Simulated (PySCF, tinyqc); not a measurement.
CIS and TDHF on RHF in the sto-3g basis, for CH+, spin multiplicity 1, step by step. The lowest restricted solution is unstable here: a spin-polarised one lies 0.0105 hartree lower (PySCF). Computed by tinyqc, a small Python program that keeps every step (integrals from PySCF). Settings: charge = 1, multiplicity = 1, basis = sto-3g, method = RHF, energy threshold = 1e-10, iteration cap = 51, orthogonalisation = canonical, start = atomic densities, DIIS depth = 6, TDHF = 1. Command: `OMP_NUM_THREADS=1 python tinyqc.py 21683 21684 out.jsonl` (the two numbers bound the seeds that draw the settings). One thread of a shared host (Intel(R) Xeon(R) Processor @ 2.60GHz), about 0.1 s of CPU time with the checks. The early iterations of the SCF are left out here.

## One-electron integrals

Geometry (angstrom):
```
atom         x         y         z
C     0.000000  0.000000  0.000000
H     0.000000  0.000000  1.662000
```

Basis sto-3g: exponents (1/bohr^2) and contraction coefficients of normalised primitives:
```
element  l (shell)   exponent  coefficient
C            s (1)  71.616837     0.154329
C            s (1)  13.045096     0.535328
C            s (1)   3.530512     0.444635
C            s (2)   2.941249    -0.099967
C            s (2)   0.683483     0.399513
C            s (2)   0.222290     0.700115
C            p (3)   2.941249     0.155916
C            p (3)   0.683483     0.607684
C            p (3)   0.222290     0.391957
H            s (1)   3.425251     0.154329
H            s (1)   0.623914     0.535328
H            s (1)   0.168855     0.444635
```

Overlap, kinetic and nuclear-attraction integrals over the contracted functions; the nuclear repulsion is the sum of Za Zb / Rab.

nuclear repulsion = 1.91038704 hartree

overlap S, lower triangle:
```
           1C 1s     1C 2s    1C 2px    1C 2py    1C 2pz     2H 1s
1C 1s   1.000000
1C 2s   0.248362  1.000000
1C 2px  0.000000  0.000000  1.000000
1C 2py  0.000000  0.000000  0.000000  1.000000
1C 2pz  0.000000  0.000000  0.000000  0.000000  1.000000
2H 1s   0.017166  0.224041  0.000000  0.000000  0.255909  1.000000
```

kinetic energy T (hartree), lower triangle:
```
            1C 1s     1C 2s    1C 2px    1C 2py    1C 2pz     2H 1s
1C 1s   15.891122
1C 2s   -0.085890  0.472250
1C 2px   0.000000  0.000000  1.477728
1C 2py   0.000000  0.000000  0.000000  1.477728
1C 2pz   0.000000  0.000000  0.000000  0.000000  1.477728
2H 1s   -0.004831  0.001340  0.000000  0.000000  0.045459  0.760032
```

nuclear attraction V (hartree), lower triangle:
```
             1C 1s      1C 2s     1C 2px     1C 2py     1C 2pz      2H 1s
1C 1s   -33.971139
1C 2s    -4.271307  -5.507683
1C 2px    0.000000   0.000000  -5.450240
1C 2py    0.000000   0.000000   0.000000  -5.450240
1C 2pz   -0.007285  -0.084053   0.000000   0.000000  -5.497431
2H 1s    -0.299836  -0.899689   0.000000   0.000000  -0.932163  -3.133230
```

core Hamiltonian H = T + V (hartree), lower triangle:
```
             1C 1s      1C 2s     1C 2px     1C 2py     1C 2pz      2H 1s
1C 1s   -18.080017
1C 2s    -4.357197  -5.035433
1C 2px    0.000000   0.000000  -3.972512
1C 2py    0.000000   0.000000   0.000000  -3.972512
1C 2pz   -0.007285  -0.084053   0.000000   0.000000  -4.019703
2H 1s    -0.304667  -0.898350   0.000000   0.000000  -0.886704  -2.373198
```

## Two-electron integrals

Functions are numbered as in S; the eight-fold symmetry (ij|kl) = (ji|kl) = (kl|ij) leaves the list below.

Two-electron integrals (ij|kl) in chemists' order, unique and non-zero (hartree):
```
(11|11) 3.541948   (21|11) 0.576921   (21|21) 0.111888   (22|11) 0.854682
(22|21) 0.205284   (22|22) 0.624709   (31|31) 0.020296   (32|31) 0.030858
(32|32) 0.137996   (33|11) 0.852436   (33|21) 0.205335   (33|22) 0.624568
(33|33) 0.672833   (41|41) 0.020296   (42|41) 0.030858   (42|42) 0.137996
(43|43) 0.036269   (44|11) 0.852436   (44|21) 0.205335   (44|22) 0.624568
(44|33) 0.600295   (44|44) 0.672833   (51|51) 0.020296   (52|51) 0.030858
(52|52) 0.137996   (53|53) 0.036269   (54|54) 0.036269   (55|11) 0.852436
(55|21) 0.205335   (55|22) 0.624568   (55|33) 0.600295   (55|44) 0.600295
(55|55) 0.672833   (61|11) 0.040054   (61|21) 0.007724   (61|22) 0.014160
(61|33) 0.014123   (61|44) 0.014123   (61|51) 0.000441   (61|52) 0.000833
(61|55) 0.014241   (61|61) 0.000544   (62|11) 0.125968   (62|21) 0.030809
(62|22) 0.107537   (62|33) 0.104797   (62|44) 0.104797   (62|51) 0.002859
(62|52) 0.022312   (62|55) 0.112904   (62|61) 0.002215   (62|62) 0.028087
(63|31) 0.002693   (63|32) 0.015399   (63|53) 0.004035   (63|63) 0.002865
(64|41) 0.002693   (64|42) 0.015399   (64|54) 0.004035   (64|64) 0.002865
(65|11) 0.122599   (65|21) 0.030310   (65|22) 0.112049   (65|33) 0.106855
(65|44) 0.106855   (65|51) 0.004963   (65|52) 0.035708   (65|55) 0.122303
(65|61) 0.002245   (65|62) 0.034506   (65|65) 0.044479   (66|11) 0.317715
(66|21) 0.078872   (66|22) 0.314030   (66|33) 0.300803   (66|44) 0.300803
(66|51) 0.007132   (66|52) 0.078283   (66|55) 0.340098   (66|61) 0.005678
(66|62) 0.116432   (66|65) 0.156953   (66|66) 0.774606
```

## Orthogonalisation

S = U s U^T; canonical form X = U s^(-1/2), so that X^T S X = 1. Each column of U has its largest component positive (the first on a tie).

eigenvalues of S: 0.619568  0.828322  1.000000  1.000000  1.156244  1.395867

X:
```
                1          2         3          4          5         6
1C 1s    0.452838   0.678164  0.000000   0.000000  -0.540803  0.331976
1C 2s   -0.746565  -0.440121  0.000000   0.000000  -0.364103  0.494218
1C 2px   0.000000   0.000000  0.783673  -0.621174   0.000000  0.000000
1C 2py   0.000000   0.000000  0.621174   0.783673   0.000000  0.000000
1C 2pz  -0.515075   0.617910  0.000000   0.000000   0.566037  0.326612
2H 1s    0.765707  -0.414528  0.000000   0.000000   0.345590  0.505238
```

Within a degenerate level the vectors are fixed only up to a rotation; this is one choice.

## Iteration 6 (converged): orbitals

converged F (hartree), lower triangle:
```
             1C 1s      1C 2s     1C 2px     1C 2py     1C 2pz      2H 1s
1C 1s   -11.621384
1C 2s    -3.090865  -1.843320
1C 2px    0.000000   0.000000  -0.233683
1C 2py    0.000000   0.000000   0.000000  -0.233683
1C 2pz   -0.012320  -0.030398   0.000000   0.000000  -0.624400
2H 1s    -0.220140  -0.395702   0.000000   0.000000  -0.412217  -0.508098
```

Diagonalise F' = X^T F X, C = X C', fill 3 alpha and 3 beta electrons from the bottom; D = 2 C_occ C_occ^T. Each column has its largest component positive (the first on a tie).

F' = X^T F X (hartree), lower triangle:
```
           1          2          3          4          5          6
1  -1.176911
2  -1.970832  -3.985665
3   0.000000   0.000000  -0.233683
4   0.000000   0.000000   0.000000  -0.233683
5   1.818650   3.770714   0.000000   0.000000  -5.080558
6  -1.171346  -2.778477   0.000000   0.000000   3.284349  -3.361531
```

orbital energies (hartree): MO1 -11.625712, MO2 -1.108547, MO3 -0.747854, MO4 -0.233683, MO5 -0.233683, MO6 -0.122551

coefficients C:
```
              MO1        MO2        MO3       MO4        MO5        MO6
1C 1s    0.994546  -0.262626   0.074531  0.000000   0.000000   0.063198
1C 2s    0.021329   0.967968  -0.315255  0.000000   0.000000  -0.301804
1C 2px   0.000000   0.000000   0.000000  0.955326  -0.295555   0.000000
1C 2py   0.000000   0.000000   0.000000  0.295555   0.955326   0.000000
1C 2pz   0.001830   0.099450   0.758999  0.000000   0.000000  -0.698725
2H 1s   -0.002820   0.170852   0.463544  0.000000   0.000000   0.942744
```

D after iteration 6, lower triangle:
```
            1C 1s      1C 2s    1C 2px    1C 2py    1C 2pz     2H 1s
1C 1s    2.127300
1C 2s   -0.512993   2.073605
1C 2px   0.000000   0.000000  0.000000
1C 2py   0.000000   0.000000  0.000000  0.000000
1C 2pz   0.064540  -0.285950  0.000000  0.000000  1.171945
2H 1s   -0.026252   0.038369  0.000000  0.000000  0.737631  0.488143
```

Within a degenerate level the vectors are fixed only up to a rotation; this is one choice.

## Convergence

Stop when the energy changes by less than 1e-10 hartree and every element of the error matrix X^T (F D S - S D F) X is below 3e-06.

Course of the cycle:
```
iteration   E (hartree)     change  largest element of the error matrix
1          -33.67613288          -                             1.81e-01
2          -37.37911865  -3.70e+00                             3.62e-02
3          -37.37965140  -5.33e-04                             7.43e-03
4          -37.37969978  -4.84e-05                             1.21e-03
5          -37.37970112  -1.35e-06                             3.42e-06
6          -37.37970112  -8.33e-12                             6.03e-08
```

PySCF RHF in the same basis = -37.37970112 hartree

Converged in 6 iterations.

## Integrals over molecular orbitals

(pq|rs) = sum C_ip C_jq C_kr C_ls (ij|kl), one index at a time.

one-electron integrals over orbitals h = C^T H C (hartree), lower triangle:
```
            1          2          3          4          5          6
1  -18.068743
2    0.394725  -4.174475
3   -0.105317   0.188961  -3.564758
4    0.000000   0.000000   0.000000  -3.972512
5    0.000000   0.000000   0.000000   0.000000  -3.972512
6   -0.091904   0.435671   0.731070   0.000000   0.000000  -2.828087
```

Two-electron integrals over orbitals (pq|rs), unique and non-zero (hartree):
```
(11|11) 3.514242    (21|11) -0.346173   (21|21) 0.054149    (22|11) 0.811167
(22|21) -0.014756   (22|22) 0.578523    (31|11) 0.096697    (31|21) -0.013410
(31|22) 0.009632    (31|31) 0.016935    (32|11) -0.084118   (32|21) 0.005992
(32|22) -0.005300   (32|31) 0.016461    (32|32) 0.108200    (33|11) 0.688769
(33|21) -0.008667   (33|22) 0.513710    (33|31) -0.004651   (33|32) -0.028834
(33|33) 0.537080    (41|41) 0.021431    (42|41) 0.027560    (42|42) 0.120439
(43|41) -0.007601   (43|42) -0.028267   (43|43) 0.032411    (44|11) 0.852071
(44|21) -0.010759   (44|22) 0.591337    (44|31) 0.002872    (44|32) -0.047708
(44|33) 0.513147    (44|44) 0.672833    (51|51) 0.021431    (52|51) 0.027560
(52|52) 0.120439    (53|51) -0.007601   (53|52) -0.028267   (53|53) 0.032411
(54|54) 0.036269    (55|11) 0.852071    (55|21) -0.010759   (55|22) 0.591337
(55|31) 0.002872    (55|32) -0.047708   (55|33) 0.513147    (55|44) 0.600295
(55|55) 0.672833    (61|11) 0.082861    (61|21) -0.014511   (61|22) -0.000869
(61|31) -0.007504   (61|32) -0.015826   (61|33) 0.007682    (61|44) 0.002465
(61|55) 0.002465    (61|61) 0.012943    (62|11) -0.139572   (62|21) 0.002663
(62|22) -0.076920   (62|31) -0.013442   (62|32) -0.025980   (62|33) -0.010957
(62|44) -0.076888   (62|55) -0.076888   (62|61) 0.009430    (62|62) 0.065346
(63|11) -0.242593   (63|21) 0.004925    (63|22) -0.106772   (63|31) 0.001920
(63|32) 0.072203    (63|33) -0.065824   (63|44) -0.134725   (63|55) -0.134725
(63|61) -0.003993   (63|62) 0.055870    (63|63) 0.159941    (64|41) -0.006025
(64|42) -0.025859   (64|43) -0.010949   (64|64) 0.017968    (65|51) -0.006025
(65|52) -0.025859   (65|53) -0.010949   (65|65) 0.017968    (66|11) 0.539948
(66|21) -0.004613   (66|22) 0.450943    (66|31) 0.009732    (66|32) 0.078525
(66|33) 0.480992    (66|44) 0.414152    (66|55) 0.414152    (66|61) -0.005997
(66|62) 0.004584    (66|63) 0.081123    (66|66) 0.601147
```

## CIS matrix, singlets

A(ia,jb) = (e_a - e_i) d_ij d_ab + 2 (ia|jb) - (ij|ab).

CIS matrix A, singlet (hartree), lower triangle:
```
           1>4        1>5        1>6        2>4        2>5       2>6       3>4       3>5
1>4  10.582820
1>5   0.000000  10.582820
1>6   0.000000   0.000000  10.989098
2>4   0.065879   0.000000   0.000000   0.524405
2>5   0.000000   0.065879   0.000000   0.000000   0.524405
2>6   0.000000   0.000000   0.023472   0.000000   0.000000  0.665744
3>4  -0.018075   0.000000   0.000000  -0.008825   0.000000  0.000000  0.065847
3>5   0.000000  -0.018075   0.000000   0.000000  -0.008825  0.000000  0.000000  0.065847
3>6   0.000000   0.000000  -0.017718   0.000000   0.000000  0.033215  0.000000  0.000000

          3>6
3>6  0.464193
```

## CIS singlet states

dipole integrals <i|r|a> (bohr):
```
             x          y          z
1>4   0.084931   0.026276   0.000000
1>5  -0.026276   0.084931   0.000000
1>6   0.000000   0.000000  -0.059824
2>4   0.783658   0.242445   0.000000
2>5  -0.242445   0.783658   0.000000
2>6   0.000000   0.000000   0.214152
3>4  -0.176733  -0.054677   0.000000
3>5   0.054677  -0.176733   0.000000
3>6   0.000000   0.000000   1.428907
```

Diagonalise A (1 hartree = 27.211386 eV); each vector has its largest component positive (the first on a tie). The transition dipole is mu = sqrt2 sum c_ia <i|r|a>.

singlet excitation energies (eV): 1.786437  1.786437  12.485060  14.262556  14.262556  18.259831  287.985787  287.985787  299.030847

lowest vectors:
```
       state 1   state 2    state 3    state 4    state 5    state 6
1>4   0.001599  0.000002   0.000000  -0.006561   0.000532   0.000000
1>5  -0.000002  0.001599   0.000000  -0.000532  -0.006561   0.000000
1>6   0.000000  0.000000   0.002015   0.000000   0.000000  -0.001973
2>4   0.019004  0.000024   0.000000   0.996523  -0.080863   0.000000
2>5  -0.000024  0.019004   0.000000   0.080863   0.996523   0.000000
2>6   0.000000  0.000000  -0.158710   0.000000   0.000000   0.987323
3>4   0.999817  0.001250   0.000000  -0.018931   0.001536   0.000000
3>5  -0.001250  0.999817   0.000000  -0.001536  -0.018931   0.000000
3>6   0.000000  0.000000   0.987323   0.000000   0.000000   0.158714
```

oscillator strengths 2/3 w |mu|^2: 0.002507  0.002507  1.159437  0.473431  0.473431  0.171914

Within a degenerate level the vectors are fixed only up to a rotation; this is one choice.

## TDHF (RPA) singlet states

B(ia,jb) = 2 (ia|jb) - (ib|ja); the squared energies are the eigenvalues of (A - B)(A + B); 1 hartree = 27.211386 eV.

TDHF matrix B, singlet (hartree), lower triangle:
```
           1>4        1>5        1>6        2>4        2>5       2>6       3>4       3>5
1>4   0.021431
1>5   0.000000   0.021431
1>6   0.000000   0.000000   0.012943
2>4   0.027560   0.000000   0.000000   0.120439
2>5   0.000000   0.027560   0.000000   0.000000   0.120439
2>6   0.000000   0.000000   0.009430   0.000000   0.000000  0.065346
3>4  -0.007601   0.000000   0.000000  -0.028267   0.000000  0.000000  0.032411
3>5   0.000000  -0.007601   0.000000   0.000000  -0.028267  0.000000  0.000000  0.032411
3>6   0.000000   0.000000  -0.003993   0.000000   0.000000  0.055870  0.000000  0.000000

          3>6
3>6  0.159941
```

squared energies w^2 (hartree^2): 0.003137  0.003137  0.186189  0.258765  0.258765  0.438514  112.003750  112.003750  120.761727

TDHF energies from the positive w^2 (eV): 1.524072  1.524072  11.741606  13.842135  13.842135  18.019477  287.983064  287.983064  299.030388

## CIS matrix, triplets

A(ia,jb) = (e_a - e_i) d_ij d_ab - (ij|ab).

CIS matrix A, triplet (hartree), lower triangle:
```
           1>4        1>5        1>6       2>4       2>5        2>6       3>4       3>5
1>4  10.539958
1>5   0.000000  10.539958
1>6   0.000000   0.000000  10.963213
2>4   0.010759   0.000000   0.000000  0.283527
2>5   0.000000   0.010759   0.000000  0.000000  0.283527
2>6   0.000000   0.000000   0.004613  0.000000  0.000000   0.535052
3>4  -0.002872   0.000000   0.000000  0.047708  0.000000   0.000000  0.001024
3>5   0.000000  -0.002872   0.000000  0.000000  0.047708   0.000000  0.000000  0.001024
3>6   0.000000   0.000000  -0.009732  0.000000  0.000000  -0.078525  0.000000  0.000000

          3>6
3>6  0.144311
```

## CIS triplet states

Diagonalise A (1 hartree = 27.211386 eV); each vector has its largest component positive (the first on a tie).

triplet excitation energies (eV): -0.185500  -0.185500  3.513369  7.928193  7.928193  14.972736  286.807201  286.807201  298.324510

lowest vectors:
```
       state 1    state 2   state 3    state 4    state 5    state 6
1>4   0.000434   0.000003  0.000000  -0.000990  -0.000002   0.000000
1>5  -0.000003   0.000434  0.000000   0.000002  -0.000990   0.000000
1>6   0.000000   0.000000  0.000801   0.000000   0.000000  -0.000612
2>4  -0.162153  -0.001016  0.000000   0.986763   0.001515   0.000000
2>5   0.001016  -0.162153  0.000000  -0.001515   0.986763   0.000000
2>6   0.000000   0.000000  0.189911   0.000000   0.000000   0.981801
3>4   0.986746   0.006180  0.000000   0.162156   0.000249   0.000000
3>5  -0.006180   0.986746  0.000000  -0.000249   0.162156   0.000000
3>6   0.000000   0.000000  0.981801   0.000000   0.000000  -0.189910
```

Within a degenerate level the vectors are fixed only up to a rotation; this is one choice.

A negative triplet energy shows that the restricted solution is unstable towards a spin-polarised one.

## TDHF (RPA) triplet states

B(ia,jb) = - (ib|ja); the squared energies are the eigenvalues of (A - B)(A + B); 1 hartree = 27.211386 eV.

TDHF matrix B, triplet (hartree), lower triangle:
```
           1>4        1>5        1>6        2>4        2>5        2>6        3>4        3>5
1>4  -0.021431
1>5   0.000000  -0.021431
1>6   0.000000   0.000000  -0.012943
2>4  -0.027560   0.000000   0.000000  -0.120439
2>5   0.000000  -0.027560   0.000000   0.000000  -0.120439
2>6   0.000000   0.000000  -0.009430   0.000000   0.000000  -0.065346
3>4   0.007601   0.000000   0.000000   0.028267   0.000000   0.000000  -0.032411
3>5   0.000000   0.007601   0.000000   0.000000   0.028267   0.000000   0.000000  -0.032411
3>6   0.000000   0.000000   0.003993   0.000000   0.000000  -0.055870   0.000000   0.000000

           3>6
3>6  -0.159941
```

squared energies w^2 (hartree^2): -0.015486  -0.002047  -0.002047  0.069807  0.069807  0.298815  111.088899  111.088899  120.191902

TDHF energies from the positive w^2 (eV): 7.189506  7.189506  14.874837  286.804524  286.804524  298.324052

A + B or A - B has a negative eigenvalue: the restricted solution is unstable towards a spin-polarised one, a negative w^2 means an imaginary energy, and the lowest roots have no physical meaning.
